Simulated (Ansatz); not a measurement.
**One shape, several levels: CH2NO (SMILES N[C]=O)**

Wanted: a comparison of 6 runs (UHF/3-21G, UHF/def2-SVP, UB3LYP/6-31G*, UPBE0/def2-SVP, UPBE/6-31+G*, UMP2/aug-cc-pVDZ) of CH2NO. 

The calculation is run with Ansatz 0.2.0.

4 further runs of the same task are left out: 1 that didn't finish, 3 set aside as unsound or not needed. Runs told in other sessions of the task aren't counted.

**1. The system as given**

CH2NO has 5 atoms, charge 0, and is taken as a doublet. As SMILES, `N[C]=O`. Geometry: relaxed at GFN2-xTB.

Bond lengths: N1–C2 1.320 Å, C2–O3 1.201 Å, N1–H4 1.005 Å, N1–H5 1.021 Å. Angles: N1–C2–O3 132.7°, C2–N1–H4 120.2°, C2–N1–H5 123.0°, H4–N1–H5 116.8°.

**2. Energy and forces at UHF/3-21G (run 1)**

Input file input.yaml:

```yaml
crystal:
  periodic: [false, false, false]
  atoms:
    - {symbol: N, position_ang: [-0.334810, 0.291140, -0.249700]}
    - {symbol: C, position_ang: [0.796340, -0.319490, 0.051660]}
    - {symbol: O, position_ang: [1.111980, -1.050220, 0.950730]}
    - {symbol: H, position_ang: [-0.392270, 0.873950, -1.066950]}
    - {symbol: H, position_ang: [-1.181230, 0.204620, 0.314260]}
basis:
  gaussian:
    orbitals: 3-21G.json
hamiltonian:
  xc: hf
accuracy: high
magnetization:
  spin_polarized: true
  initial_magnetization: 1
output: {forces: true, orbitals: {seedname: orbitals}}
```

The basis set 3-21G is read from a file made from the Basis Set Exchange's data (not shown).

Launch:

```sh
ansatz run input.yaml --threads 1 --pin off --max-ram 2610MiB --events-out events.jsonl --progress --plain --runs-dir runs
```

The log of the run:

```text
Warning: RAYON_NUM_THREADS=1 ignored (pool sized by the plan → 1); use --threads N
Functional definition: HF
  name "HF"
  exchange = exact_x
  correlation = 0
681 factors; integrals over basis functions are off by at most 7.8e-9 eV
mean field evaluation 1: about -4551.6036 eV, gradient 2.2e1 eV
mean field evaluation 2: about -4551.8436 eV, gradient 2.2e1 eV
mean field evaluation 4: about -4554.1035 eV, gradient 2.4e0 eV
mean field evaluation 8: about -4554.1707 eV, gradient 4.2e-1 eV
mean field evaluation 16: about -4554.1741 eV, gradient 1.7e-5 eV
mean field -4554.17408655 eV, -167.3628107505 hartree, gradient 4.8e-8 eV, S^2 0.759531; 0 other end points of the search recorded, 0 dependent functions left out
the calculation of the forces begins
reference -4554.17408655 eV, -167.3628107505 hartree; 12, 11 occupied and 19, 20 virtual orbitals, 681 factors
Total energy: -4554.17408655 eV, -167.3628107505 hartree
Atom 0 at    -0.334810     0.291140    -0.249700 Å, force    -1.378272     0.664845    -0.253917 eV/Å
Atom 1 at     0.796340    -0.319490     0.051660 Å, force     0.611756    -0.595305     0.551000 eV/Å
Atom 2 at     1.111980    -1.050220     0.950730 Å, force    -0.068049     0.230566    -0.301526 eV/Å
Atom 3 at    -0.392270     0.873950    -1.066950 Å, force     0.060070    -0.289616     0.389251 eV/Å
Atom 4 at    -1.181230     0.204620     0.314260 Å, force     0.774494    -0.010490    -0.384808 eV/Å
Dipole moment:    -0.598905     0.494631    -0.408947 e Å
```

It took 0.36 s on 1 thread of Arm Neoverse V2, shared host.

**3. Energy and gradient at UHF/def2-SVP (run 2)**

Input file job.yaml:

```yaml
crystal:
  periodic: [false, false, false]
  atoms:
    - {symbol: N, position_ang: [-0.334810, 0.291140, -0.249700]}
    - {symbol: C, position_ang: [0.796340, -0.319490, 0.051660]}
    - {symbol: O, position_ang: [1.111980, -1.050220, 0.950730]}
    - {symbol: H, position_ang: [-0.392270, 0.873950, -1.066950]}
    - {symbol: H, position_ang: [-1.181230, 0.204620, 0.314260]}
basis:
  gaussian: {orbitals: def2-SVP}
magnetization: {spin_polarized: true, initial_magnetization: 1}
hamiltonian: {xc: hf}
accuracy: high
output: {forces: true, orbitals: {seedname: orbitals}}
```

Launch:

```sh
ansatz run job.yaml --threads 1 --pin off --max-ram 2610MiB --events-out events.jsonl --progress --plain --runs-dir runs
```

The log of the run, shortened:

```text
Warning: RAYON_NUM_THREADS=1 ignored (pool sized by the plan → 1); use --threads N
Functional definition: HF
  name "HF"
[...]
1155 factors; integrals over basis functions are off by at most 3.5e-9 eV
[...]
mean field -4576.40627610 eV, -168.1798286471 hartree, gradient 4.5e-8 eV, S^2 0.760803; 0 other end points of the search recorded, 0 dependent functions left out
[...]
reference -4576.40627610 eV, -168.1798286471 hartree; 12, 11 occupied and 40, 41 virtual orbitals, 1155 factors
Total energy: -4576.40627610 eV, -168.1798286471 hartree
Atom 0 at    -0.334810     0.291140    -0.249700 Å, force    -1.127209     0.414170    -0.019096 eV/Å
Atom 1 at     0.796340    -0.319490     0.051660 Å, force     1.184744    -1.927883     2.191899 eV/Å
Atom 2 at     1.111980    -1.050220     0.950730 Å, force    -0.951052     1.835381    -2.177680 eV/Å
Atom 3 at    -0.392270     0.873950    -1.066950 Å, force     0.102833    -0.257512     0.320227 eV/Å
Atom 4 at    -1.181230     0.204620     0.314260 Å, force     0.790684    -0.064155    -0.315349 eV/Å
Dipole moment:    -0.601044     0.503011    -0.419989 e Å
```

Wall time 1.1 s (1 thread of Arm Neoverse V2, shared host).

Runs 3 to 5 aren't shown in full; the table further down has their settings and results.

**4. Energy and forces at UMP2/aug-cc-pVDZ (run 6)**

Changes to job.yaml since step 3:

```diff
@@ -1 +1,3 @@
+basis:
+  gaussian: {orbitals: aug-cc-pVDZ}
 crystal:
@@ -8,6 +10,4 @@
     - {symbol: H, position_ang: [-1.181230, 0.204620, 0.314260]}
-basis:
-  gaussian: {orbitals: def2-SVP}
 magnetization: {spin_polarized: true, initial_magnetization: 1}
-hamiltonian: {xc: hf}
+correlation: {method: mp2, frozen_orbitals: {C: 1, H: 0, "N": 1, O: 1}}
 accuracy: high
```

Launch:

```sh
ansatz run job.yaml --threads 1 --pin off --max-ram 2610MiB --events-out events.jsonl --progress --plain --runs-dir runs
```

The log of the run, shortened:

```text
Warning: RAYON_NUM_THREADS=1 ignored (pool sized by the plan → 1); use --threads N
Functional definition: HF
  name "HF"
[...]
1685 factors; integrals over basis functions are off by at most 3.4e-9 eV
[...]
mean field -4580.68635253 eV, -168.3371185549 hartree, gradient 2.3e-8 eV, S^2 0.762374; 0 other end points of the search recorded, 0 dependent functions left out
3 core orbitals not correlated: weight in the atoms' cores, before any rotation towards them, 1.000 or more for the frozen orbitals, at most 0.000 for the correlated occupied ones
reference -4580.68635253 eV, -168.3371185549 hartree; 9, 8 occupied and 75, 76 virtual orbitals, 1685 factors
second order -13.16747104 eV of doubles, -0.00000000 eV of singles
[...]
Total energy: -4593.85382357 eV, -168.8210141903 hartree
Atom 0 at    -0.334810     0.291140    -0.249700 Å, force    -1.692947     0.713986    -0.161204 eV/Å
Atom 1 at     0.796340    -0.319490     0.051660 Å, force     1.407993    -0.217040    -0.412444 eV/Å
Atom 2 at     1.111980    -1.050220     0.950730 Å, force     0.007960    -0.458953     0.661954 eV/Å
Atom 3 at    -0.392270     0.873950    -1.066950 Å, force     0.104523     0.067065    -0.152358 eV/Å
Atom 4 at    -1.181230     0.204620     0.314260 Å, force     0.172471    -0.105058     0.064051 eV/Å
Dipole moment:    -0.574871     0.423613    -0.318045 e Å
```

It took 8.1 s on 1 thread of Arm Neoverse V2, shared host; peak memory 0.35 GiB.

**5. The series**

```
run                                level  Cartesian functions  frozen core orbitals  energy (Eh)  dipole moment (D)  HOMO energy (eV)  LUMO energy (eV)  wall time
  1                            UHF/3-21G                   no                     –  -167.362811               4.22             -9.90              3.80     0.36 s
  2                         UHF/def2-SVP                   no                     –  -168.179829               4.27            -10.28              2.98      1.1 s
  3  UB3LYP/6-31G* (Cartesian functions)                  yes                     –  -169.231194               3.76             -5.30             -1.42      4.8 s
  4                       UPBE0/def2-SVP                   no                     –  -168.926119               3.86             -5.78             -1.27      5.1 s
  5   UPBE/6-31+G* (spherical functions)                   no                     –  -169.055845               3.83             -4.56             -2.96      4.8 s
  6                     UMP2/aug-cc-pVDZ                   no                     3  -168.821014               3.75            -10.42              0.56      8.1 s
```

**6. Outcome**

```
                                                         quantity          value
                                              run 6: total energy  -168.82101 Eh
                        run 6: dipole moment (correlated density)         3.75 D
run 6: HOMO energy (Hartree–Fock orbitals) (highest over α and β)      -10.42 eV
 run 6: LUMO energy (Hartree–Fock orbitals) (lowest over α and β)        0.56 eV
               run 6: correlation energy (3 core orbitals frozen)     -483.9 mEh
                         run 6: ⟨S²⟩ of the reference determinant          0.762
                                  run 6: largest force on an atom     1.844 eV/Å
```

What this shows: The dipole moment (its size) runs from 3.75 D (UMP2/aug-cc-pVDZ) to 4.27 D (UHF/def2-SVP). The two ends differ in method and basis. Totals of different functionals can't be ranked against each other. All runs together took 24 s, the longest 8.1 s.
